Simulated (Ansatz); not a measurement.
This geometry of AlH3S (5 atoms, charge 0, multiplicity 1) is a first-order saddle point.

Theory: RKS PBE0-D4/STO-3G (Ansatz).

```xyz
5
Properties=species:S:1:pos:R:3
Al -0.556 0.139 -0.203
S 1.150 0.286 1.069
H -1.679 -0.793 0.147
H -0.650 0.987 -1.437
H 1.786 -0.693 0.383
```

**Question.** Which two structures does it join? (They come from a converged band through this point; their orientation in space is the band's.)

**Answer.** No bond is made or broken.  The two ends are copies of one structure, up to a mirror image or an exchange of like atoms.

First end point:

```xyz
5
Properties=species:S:1:pos:R:3
Al -0.604 -0.056 -0.172
S 1.058 -0.342 1.067
H -1.922 -0.570 0.315
H -0.422 0.647 -1.482
H 1.941 0.248 0.230
```

Last end point:

```xyz
5
Properties=species:S:1:pos:R:3
Al -0.487 0.081 -0.394
S 1.520 0.194 0.186
H -1.473 -0.585 0.515
H -0.855 0.682 -1.714
H 1.345 -0.446 1.365
```

**Question.** How far does it lie above each of them?

**Answer.** 44.1 kJ/mol above the first and 44.1 kJ/mol above the second. This is the barrier of this one path; another mechanism may lie lower. Limits of this set-up: minimal basis.

The run took 35 s on 1 thread of Intel(R) Xeon(R) 6975P-C (Granite Rapids), with other jobs on the host, peak memory 0.12 GiB.
